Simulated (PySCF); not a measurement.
Dissociation curve of H2, singlet.

UHF/cc-pVTZ (PySCF); RHF/cc-pVTZ (PySCF); UKS-PBE = unrestricted PBE/cc-pVTZ in PySCF; RKS-PBE = restricted PBE/cc-pVTZ in PySCF 2.14.0; UKS-B3LYP = PySCF with unrestricted B3LYP/cc-pVTZ; RKS-B3LYP = restricted B3LYP/cc-pVTZ (PySCF); UKS-wB97X-V = unrestricted wB97X-V/cc-pVTZ in PySCF 2.14.0; RKS-wB97X-V = restricted wB97X-V/cc-pVTZ run with PySCF 2.14.0; UKS-B3LYP/6-31G* = unrestricted B3LYP/6-31G*, spherical d in PySCF; RKS-B3LYP/6-31G* = restricted B3LYP/6-31G*, spherical d in PySCF; UKS-B3LYP/LANL2DZ = unrestricted B3LYP/LANL2DZ (PySCF); RKS-B3LYP/LANL2DZ = restricted B3LYP/LANL2DZ (PySCF).

Scanned distances (Å): 0.60, 0.64, 0.68, 0.70, 0.73, 0.75, 0.78, 0.80, 0.82, 0.86, 0.93, 1.02, 1.13, 1.24, 1.33, 1.49, 1.66, 1.85, 2.01, 2.23, 2.63, 3.00.

### Question
Where does the unrestricted solution first break spin symmetry (<S²> of 0.01 or more)?

### Answer
UHF: between 1.13 and 1.24 Å; UKS-PBE: between 1.49 and 1.66 Å; UKS-B3LYP: between 1.49 and 1.66 Å; UKS-wB97X-V: between 1.49 and 1.66 Å; UKS-B3LYP/6-31G*: between 1.33 and 1.49 Å; UKS-B3LYP/LANL2DZ: between 1.33 and 1.49 Å.

```csv
R / Å,<S²> UHF,E(RHF) − E(UHF) / kJ/mol,<S²> UKS-PBE,E(RKS-PBE) − E(UKS-PBE) / kJ/mol,<S²> UKS-B3LYP,E(RKS-B3LYP) − E(UKS-B3LYP) / kJ/mol,<S²> UKS-wB97X-V,E(RKS-wB97X-V) − E(UKS-wB97X-V) / kJ/mol,<S²> UKS-B3LYP/6-31G*,E(RKS-B3LYP/6-31G*) − E(UKS-B3LYP/6-31G*) / kJ/mol,<S²> UKS-B3LYP/LANL2DZ,E(RKS-B3LYP/LANL2DZ) − E(UKS-B3LYP/LANL2DZ) / kJ/mol
0.60,0.00,0.0,0.00,0.0,0.00,0.0,0.00,0.0,0.00,0.0,0.00,0.0
0.64,0.00,0.0,0.00,0.0,0.00,0.0,0.00,0.0,0.00,0.0,0.00,0.0
0.68,0.00,0.0,0.00,0.0,0.00,0.0,0.00,0.0,0.00,0.0,0.00,0.0
0.70,0.00,0.0,0.00,0.0,0.00,0.0,0.00,0.0,0.00,0.0,0.00,0.0
0.73,0.00,0.0,0.00,0.0,0.00,0.0,0.00,0.0,0.00,0.0,0.00,0.0
0.75,0.00,0.0,0.00,0.0,0.00,0.0,0.00,0.0,0.00,0.0,0.00,0.0
0.78,0.00,0.0,0.00,0.0,0.00,0.0,0.00,0.0,0.00,0.0,0.00,0.0
0.80,0.00,0.0,0.00,0.0,0.00,0.0,0.00,0.0,0.00,0.0,0.00,0.0
0.82,0.00,0.0,0.00,0.0,0.00,0.0,0.00,0.0,0.00,0.0,0.00,0.0
0.86,0.00,0.0,0.00,0.0,0.00,0.0,0.00,0.0,0.00,0.0,0.00,0.0
0.93,0.00,0.0,0.00,0.0,0.00,0.0,0.00,0.0,0.00,0.0,0.00,0.0
1.02,0.00,0.0,0.00,0.0,0.00,0.0,0.00,0.0,0.00,0.0,0.00,0.0
1.13,0.00,0.0,0.00,0.0,0.00,0.0,0.00,0.0,0.00,0.0,0.00,0.0
1.24,0.07,0.5,0.00,0.0,0.00,0.0,0.00,0.0,0.00,0.0,0.00,0.0
1.33,0.30,9.8,0.00,0.0,0.00,0.0,0.00,0.0,0.00,0.0,0.00,0.0
1.49,0.56,45.6,0.00,0.0,0.00,0.0,0.00,0.0,0.01,0.0,0.03,0.1
1.66,0.74,96.9,0.14,0.7,0.28,7.2,0.34,8.8,0.30,8.4,0.32,9.8
1.85,0.85,158.9,0.53,16.6,0.54,28.4,0.64,40.9,0.56,31.3,0.58,34.1
2.01,0.91,209.8,0.72,38.1,0.71,52.1,0.79,75.9,0.72,56.4,0.74,60.4
2.23,0.95,274.5,0.87,70.7,0.85,86.8,0.90,126.4,0.00,—,0.87,98.5
2.63,0.98,372.2,0.96,122.9,0.95,142.9,0.97,209.7,0.00,—,0.00,—
3.00,0.99,441.1,0.99,157.1,0.98,181.5,0.99,270.9,0.00,—,0.00,—
```

Dashes: no converged value, or the column stops at the first point that the program doubted or that broke a chosen test of continuity, which isn't proof of a fault.
